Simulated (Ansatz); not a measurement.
Si₃H₆⁻. Charge -1, multiplicity 2. Geometry PBE0-D4/def2-TZVPD.

Cartesian coordinates in Å:
```
Si 0.458 0.448 -1.466
Si -1.016 -0.162 1.721
Si 0.835 -0.799 0.482
H -0.781 1.229 2.273
H 0.471 1.927 -1.202
H 0.404 -2.157 -0.056
H -0.805 0.226 -2.254
H -1.106 -0.975 2.999
H 1.541 0.263 -2.498
```

At PBE-D4/def2-SVPD, revPBE-D4/def2-TZVPD, BLYP-D4/def2-TZVPD the highest occupied level of the charge -1 doublet lies above zero (up to 0.60 eV). By energy differences its removal costs 2.19 eV (vertical, to the charge 0 singlet, at PBE0-D4/def2-TZVPD). The structure comes from a short search, and lower isomers may exist.

Question: Estimate the α-spin orbital energies around the gap (eV) in Ansatz with PBE-D4/def2-SVPD, revPBE-D4/def2-TZVPD, BLYP-D4/def2-TZVPD, r2SCANh-D4/def2-TZVPD, BHLYP-D4/def2-TZVPD.

Answer: 
```
orbital  PBE-D4/def2-SVPD  revPBE-D4/def2-TZVPD  BLYP-D4/def2-TZVPD  r2SCANh-D4/def2-TZVPD  BHLYP-D4/def2-TZVPD
HOMO−13            -89.34                -89.03              -89.15                 -93.19              -100.05
HOMO−12            -89.16                -88.86              -89.01                 -92.94               -99.79
HOMO−11            -89.14                -88.84              -88.98                 -92.90               -99.72
HOMO−10            -89.10                -88.80              -88.95                 -92.87               -99.69
 HOMO−9             -9.25                 -9.24               -9.13                 -10.51               -12.88
 HOMO−8             -8.08                 -8.10               -7.97                  -9.31               -11.56
 HOMO−7             -6.46                 -6.48               -6.37                  -7.54                -9.59
 HOMO−6             -4.18                 -4.19               -4.11                  -5.04                -6.78
 HOMO−5             -4.05                 -4.06               -3.99                  -4.91                -6.67
 HOMO−4             -3.59                 -3.63               -3.53                  -4.47                -6.18
 HOMO−3             -2.67                 -2.71               -2.63                  -3.43                -4.98
 HOMO−2             -1.97                 -1.98               -1.87                  -2.60                -3.96
 HOMO−1             -1.16                 -1.20               -1.05                  -1.87                -3.13
   HOMO              0.49                  0.42                0.60                  -0.17                -1.17
   LUMO              3.42                  3.07                3.12                   3.82                 4.01
 LUMO+1              3.63                  3.25                3.32                   3.92                 4.20
 LUMO+2              3.78                  3.41                3.46                   4.04                 4.45
 LUMO+3              3.96                  3.70                3.80                   4.24                 5.01
 LUMO+4              4.14                  3.90                3.99                   4.50                 5.37
 LUMO+5              4.62                  4.29                4.37                   4.90                 5.54
 β HOMO             -0.64                 -0.67               -0.60                  -1.06                -2.03
 β LUMO              1.44                  1.43                1.39                   1.90                 2.76
```
